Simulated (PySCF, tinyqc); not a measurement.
A ladder of methods, and size consistency: correlation methods against full CI in the sto-3g basis, for BH, spin multiplicity 1. Computed by the program tinyqc with PySCF. Command: `OMP_NUM_THREADS=1 python tinyqc.py 111326 111327 out.jsonl`; one thread of a shared host (Intel(R) Xeon(R) Processor @ 2.60GHz), about 1 s.

Geometry (angstrom):
```
atom       x       y       z
B     0.0000  0.0000  0.0000
H     0.0000  0.0000  1.4050
```

RHF energy of one = -24.737339 hartree

All electrons correlated; +Q is the Davidson correction (1 - c0^2) E_corr. The last columns treat two copies 100 angstrom apart as one system. FCI is the lowest singlet.

Correlation energies (hartree):
```
method   E_corr of one  share of FCI (%)  E_corr of two at 100 angstrom  two minus twice one (mhartree)
MP2           -0.03357            52.385                       -0.06713                           0.000
CISD          -0.06165            96.216                       -0.11467                           8.633
CISD+Q        -0.06668           104.071                       -0.12956                           3.805
CCSD          -0.06392            99.756                       -0.12784                           0.000
CCSD(T)       -0.06397            99.838                       -0.12794                           0.000
FCI           -0.06408           100.000                              -                               -
```

MP2 recovers 52 %, CISD 96.2 % and CCSD 99.8 % of the FCI value (c0^2 = 0.918 in CISD). MP2 and coupled cluster are size consistent, so their last column vanishes; CISD loses 8.63 mhartree, since a double excitation on each copy is a quadruple of the pair, and the Davidson correction leaves +3.80. The restricted reference is unstable here: a spin-polarised solution lies 0.0080 hartree lower (PySCF), so results built on it describe a poor reference.
